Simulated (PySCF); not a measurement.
3C-SiC: correlation energy from several methods in one and the same small orbital space (PySCF; 2 atoms at the zone centre, 8 electrons in 17 orbitals, empty ones MP2 natural orbitals of a TZ basis, lattice constant set to 4.5759 Å). Its volume lies 16 % above that of the crystal's usual cell. It tests the methods against each other and lies far from the crystal's limit.

Full CI gives -2.3850 eV per atom.

**Question.** What share of it do MP2, CCSD, CCSD(T), CCSDT, CCSDT(Q), CCSDTQ recover?

**Answer.** MP2 75.4 %; CCSD 97.9 %; CCSD(T) 99.2 %; CCSDT 99.7 %; CCSDT(Q) 99.9 %; CCSDTQ 100.0 %.

```csv
method,E_corr (eV per atom),share of full CI (%),error (meV)
MP2,-1.7973,75.4,588
CCSD,-2.3358,97.9,49
CCSD(T),-2.3669,99.2,18
CCSDT,-2.3775,99.7,7
CCSDT(Q),-2.3829,99.9,2
CCSDTQ,-2.3846,100.0,0
full CI,-2.3850,100.0,0
```

The Hartree–Fock determinant has a weight of 0.90 in the full CI state.

MP2, (T) and (Q) use filled levels shifted down by the Madelung term, which in so small a cell is a large part of the gap, so these rows hang on it.
